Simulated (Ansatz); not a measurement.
Geometry optimisation, RKS PBE0-D4/def2-mTZVP in Ansatz.

Input file:

```yaml
crystal:
  periodic: [false, false, false]
  atoms:
    - { symbol: B, position_ang: [-0.3931, 0.1358, -0.7397] }
    - { symbol: "N", position_ang: [1.3843, 0.3403, -0.5057] }
    - { symbol: H, position_ang: [-0.5909, -0.7562, -1.4751] }
    - { symbol: H, position_ang: [-0.8823, 1.1831, -0.9413] }
    - { symbol: H, position_ang: [0.4684, -0.0731, 0.384] }
    - { symbol: C, position_ang: [-0.7453, -0.3873, 1.0058] }
    - { symbol: H, position_ang: [1.6606, 1.3034, -0.5949] }
    - { symbol: H, position_ang: [1.9122, -0.2549, -1.1201] }
    - { symbol: H, position_ang: [-1.8188, -0.469, 0.8624] }
    - { symbol: H, position_ang: [-0.5931, 0.3459, 1.7948] }
    - { symbol: H, position_ang: [-0.402, -1.3679, 1.3298] }
basis:
  gaussian: { orbitals: def2-mTZVP }
hamiltonian:
  xc: pbe0
  dispersion: d4
relax:
  f_tol: 0.15
  max_steps: 25
  restrain:
    - { distance: [0, 5], at: 2.9, k: 30.0 }
    - { distance: [4, 1], at: 2.32, k: 30.0 }
    - { distance: [0, 1], at: 1.55, k: 30.0 }
    - { distance: [4, 5], at: 1.07, k: 30.0 }
```

Launched with:

```bash
$ ansatz run input.yaml --threads 2 --pin off --max-ram 3072MiB --backend cpu --events-out ev --progress --plain --runs-dir out
```

Q: Where does it end, and by what steps?

A: The run converged. The restraints hold the end off the free minimum. After 8 steps the energy has fallen by 2.299 eV (the restraints' own energy left out); H10 moved furthest, 0.67 Å. Parted: B1–H5, B1–C6. Joined: H5–C6.

```
step  energy less start (eV)  largest force component (eV/Å)  accepted
   0                  0.0000                           2.510       yes
   1                  0.1145                           4.449       yes
   2                 -0.2995                           5.990       yes
   3                 -1.0304                           3.387       yes
   4                 -1.8781                           3.243       yes
   5                 -2.1064                           2.651       yes
   6                 -2.2376                           2.587       yes
   7                 -2.2371                           2.494       yes
   8                 -2.2994                           2.566       yes
```

```xyz
11
Properties=species:S:1:pos:R:3
B -0.108 0.321 -1.306
N 1.317 0.482 -1.024
H -0.505 -0.745 -1.656
H -0.809 1.277 -1.190
H 0.174 -0.133 0.918
C -0.718 -0.489 1.419
H 1.723 1.369 -0.777
H 1.992 -0.252 -1.165
H -1.592 -0.355 0.778
H -0.863 0.074 2.344
H -0.611 -1.548 1.659
```

Whether the end is a true minimum wasn't checked by a vibrational analysis.

The run took 13 s on 2 threads of Arm Neoverse V2, on a shared host, peak memory 0.13 GiB.
